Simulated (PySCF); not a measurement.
Work out the structure from these simulated measurements.

Formula: C5H9; charge +1.

* Couplings: largest of the computed one-bond spin–spin couplings (means over like bonds): 13C–1H +183.0, 13C–1H +180.4, 13C–1H +174.8, 13C–1H +139.9 (×6), 13C–13C +65.0, 13C–13C +50.4, 13C–13C +37.3 (×2) Hz [B3LYP/pcJ-1, spin–dipole term left out]
* 1H NMR: chemical shifts (computed TMS as zero) by class: 8.94 (1 H), 8.70 (1 H), 8.05 (1 H), 3.59 (6 H) ppm [GIAO PBE0/pcSseg-1]
* 13C NMR: chemical shifts (computed TMS as zero) by class: 275.8 (1 C), 191.6 (1 C), 149.1 (1 C), 40.3 (2 C) ppm [GIAO PBE0/pcSseg-1]
* Valence photoelectron: vertical ionisation energy: 16.32 eV [ΔSCF wB97X-D/def2-SVPD]
* Triplet: lowest triplet excitation (Tamm–Dancoff): 2.85 eV [TDA wB97X-D/def2-SVPD]
* Rotational structure: rotational constants A, B, C: 8.237, 3.931, 2.751 GHz [PBE0-D3(BJ)/def2-SVP]
* Polarisability: 60.2 au [wB97X-D/def2-SVPD]
* UV, first state: lowest singlet excitation: 5.17 eV (240 nm, f = 0.394) [TDDFT wB97X-D/def2-SVPD]

The electronic properties come from PySCF, for the isolated species, density fitting. Levels stand in brackets. Isolated species at its PBE0-D3(BJ)/def2-SVP geometry, gas phase. Each NMR value is the plain mean over a class of atoms that symmetry, rotation or inversion makes alike.

Task: Give a SMILES that accounts for the data.

Result: Numbering: `[CH2:1]=[CH:2][C+:3]([CH3:4])[CH3:5]`. 5 carbons fall into 4 classes; from least to most shielded: carbon bonded to 3 C [C3] (275.8 ppm), carbon bonded to C and 2 H [C1] (191.6 ppm), carbon bonded to 2 C and H [C2] (149.1 ppm), methyl carbon [C4/C5] (40.3 ppm, 2 C, up to 9.8 ppm apart in this geometry). Hydrogen classes from least to most shielded: 1 H on a carbon bonded to C and 2 H, C1 (8.94 ppm), 1 H on a carbon bonded to C and 2 H, C1 (8.70 ppm), 1 H on a carbon bonded to 2 C and H, C2 (8.05 ppm), 6 H on 2 methyl carbons, C4/C5 (3.59 ppm, a mean of values up to 0.5 ppm apart in this geometry). The couplings run between: +183.0 Hz, carbon bonded to C and 2 H [C1] and its hydrogen; +180.4 Hz, carbon bonded to 2 C and H [C2] and its hydrogen; +174.8 Hz, carbon bonded to C and 2 H [C1] and its hydrogen; +139.9 Hz, methyl carbon [C4] and its hydrogen (with 5 like pairs); +65.0 Hz, carbon bonded to C and 2 H [C1] and carbon bonded to 2 C and H [C2]; +50.4 Hz, carbon bonded to 2 C and H [C2] and carbon bonded to 3 C [C3]; +37.3 Hz, carbon bonded to 3 C [C3] and methyl carbon [C4] (with 1 like pair). S1 is mainly HOMO→LUMO (weight 0.98); the largest Löwdin shares of the orbital it empties are 0.38 on the carbon bonded to 2 C and H, 0.28 on the carbon bonded to C and 2 H, 0.12 on the carbon bonded to 3 C and 0.04 on a methyl carbon, of the orbital it fills 0.35 on the carbon bonded to 3 C, 0.29 on the carbon bonded to C and 2 H, 0.10 on the carbon bonded to 2 C and H and 0.06 on a methyl carbon. By its constants the optimised geometry is an asymmetric top. Structure: `C=C[C+](C)C`. Computed isomers that give other values at the same levels: `C=C[CH+]CC` (rotational constant A: 14.155 GHz; this holds for the one conformer computed). The assignments are read from this structure; whether some other isomer fits the data as well wasn't checked.

Conformer computed: `[CH2:1]=[CH:2][C+:3]([CH3:4])[CH3:5]`: C1–C2–C3–C4 177°.
